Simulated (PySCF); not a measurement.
C4H11PS.
Bonds: C1–S2, S2–C3, C3–P4, P4–C5, P4–C6. Hydrogens: H7, H8, H9 on C1; H10, H11 on C3; H12, H13, H14 on C5; H15, H16, H17 on C6.

The same species was optimised twice, with GFN2-xTB and with PBE0-D3(BJ)/def2-SVP (PySCF), and the same property calculations (PySCF, gas phase) were run on both structures.

| coordinate | GFN2-xTB | PBE0-D3(BJ)/def2-SVP | change |
| --- | --- | --- | --- |
| S2–C3 (Å) | 1.817 | 1.811 | -0.006 |
| C1–S2 (Å) | 1.811 | 1.805 | -0.006 |
| C3–P4 (Å) | 1.869 | 1.865 | -0.004 |
| P4–C5 (Å) | 1.846 | 1.845 | -0.001 |
| P4–C6 (Å) | 1.850 | 1.851 | +0.001 |
| C3–P4–C6 (°) | 96.5 | 98.7 | +2.2 |
| C5–P4–C6 (°) | 99.0 | 100.4 | +1.4 |
| C3–P4–C5 (°) | 97.4 | 98.6 | +1.2 |
| C1–S2–C3 (°) | 99.0 | 100.1 | +1.1 |
| S2–C3–P4 (°) | 111.9 | 112.9 | +1.0 |
| C1–S2–C3–P4 (°) | 65 | 69 | +4 |
| S2–C3–P4–C5 (°) | 71 | 72 | +1 |

Rotational constants: A = 4024, B = 1272, C = 1200 MHz (GFN2-xTB) against A = 4034, B = 1246, C = 1161 MHz (PBE0-D3(BJ)/def2-SVP). Point groups within 0.08 Å: C1 and C1.

On the GFN2-xTB structure: lowest singlet, TDDFT (eV) 5.44 [wB97X-D/def2-SVPD]; isotropic polarisability (au) 96.7 [wB97X-D/def2-SVPD]; HOMO (eV) -8.00 [wB97X-D/def2-SVPD]; LUMO (eV) 2.11 [wB97X-D/def2-SVPD]; dipole (D) 1.42 [wB97X-D/def2-SVPD]; HOMO (eV) -6.20 [PBE0/pcSseg-1]; LUMO (eV) 0.91 [PBE0/pcSseg-1]; dipole (D) 1.37 [PBE0/pcSseg-1]; GIAO shielding of C1 (ppm) 167.0 [PBE0/pcSseg-1]; GIAO shielding of S2 (ppm) 578.1 [PBE0/pcSseg-1]; GIAO shielding of C3 (ppm) 142.8 [PBE0/pcSseg-1]; GIAO shielding of P4 (ppm) 405.0 [PBE0/pcSseg-1]; GIAO shielding of C5/C6 (mean) (ppm) 169.3 [PBE0/pcSseg-1].

What do these properties become on the PBE0-D3(BJ)/def2-SVP structure?

```json
{"property": "lowest singlet, TDDFT (eV)", "level": "wB97X-D/def2-SVPD", "on GFN2-xTB": "5.44", "on PBE0-D3(BJ)/def2-SVP": "5.50", "change": "+0.06"}
{"property": "isotropic polarisability (au)", "level": "wB97X-D/def2-SVPD", "on GFN2-xTB": "96.7", "on PBE0-D3(BJ)/def2-SVP": "98.0", "change": "+1.3"}
{"property": "HOMO (eV)", "level": "wB97X-D/def2-SVPD", "on GFN2-xTB": "-8.00", "on PBE0-D3(BJ)/def2-SVP": "-8.02", "change": "-0.02"}
{"property": "LUMO (eV)", "level": "wB97X-D/def2-SVPD", "on GFN2-xTB": "2.11", "on PBE0-D3(BJ)/def2-SVP": "2.11", "change": "0.00"}
{"property": "dipole (D)", "level": "wB97X-D/def2-SVPD", "on GFN2-xTB": "1.42", "on PBE0-D3(BJ)/def2-SVP": "1.39", "change": "-0.03"}
{"property": "energy, GFN2-xTB geometry as zero (kcal/mol)", "level": "wB97X-D/def2-SVPD", "on GFN2-xTB": "0.0", "on PBE0-D3(BJ)/def2-SVP": "-1.3", "change": "-1.3"}
{"property": "HOMO (eV)", "level": "PBE0/pcSseg-1", "on GFN2-xTB": "-6.20", "on PBE0-D3(BJ)/def2-SVP": "-6.22", "change": "-0.02"}
{"property": "LUMO (eV)", "level": "PBE0/pcSseg-1", "on GFN2-xTB": "0.91", "on PBE0-D3(BJ)/def2-SVP": "0.91", "change": "0.00"}
{"property": "dipole (D)", "level": "PBE0/pcSseg-1", "on GFN2-xTB": "1.37", "on PBE0-D3(BJ)/def2-SVP": "1.34", "change": "-0.03"}
{"property": "energy, GFN2-xTB geometry as zero (kcal/mol)", "level": "PBE0/pcSseg-1", "on GFN2-xTB": "0.0", "on PBE0-D3(BJ)/def2-SVP": "-1.0", "change": "-1.0"}
{"property": "GIAO shielding of C1 (ppm)", "level": "PBE0/pcSseg-1", "on GFN2-xTB": "167.0", "on PBE0-D3(BJ)/def2-SVP": "165.2", "change": "-1.8"}
{"property": "GIAO shielding of S2 (ppm)", "level": "PBE0/pcSseg-1", "on GFN2-xTB": "578.1", "on PBE0-D3(BJ)/def2-SVP": "579.5", "change": "+1.4"}
{"property": "GIAO shielding of C3 (ppm)", "level": "PBE0/pcSseg-1", "on GFN2-xTB": "142.8", "on PBE0-D3(BJ)/def2-SVP": "143.3", "change": "+0.5"}
{"property": "GIAO shielding of P4 (ppm)", "level": "PBE0/pcSseg-1", "on GFN2-xTB": "405.0", "on PBE0-D3(BJ)/def2-SVP": "397.3", "change": "-7.7"}
{"property": "GIAO shielding of C5/C6 (mean) (ppm)", "level": "PBE0/pcSseg-1", "on GFN2-xTB": "169.3", "on PBE0-D3(BJ)/def2-SVP": "168.5", "change": "-0.8"}
```

The heavy atoms differ by 0.048 Å rms after alignment. Among bonds between heavy atoms C1–S2 and S2–C3 change most and about equally (-0.006 Å). Changes are differences of the printed values. Neither structure is proved a minimum here.

The values belong to the conformer `[CH3:1][S:2][CH2:3][P:4]([CH3:5])[CH3:6]`: C1–S2–C3–P4 69°, S2–C3–P4–C5 72°.

wB97X-D is run here without its empirical dispersion term; that term would change no orbital, density or response property at a fixed geometry.
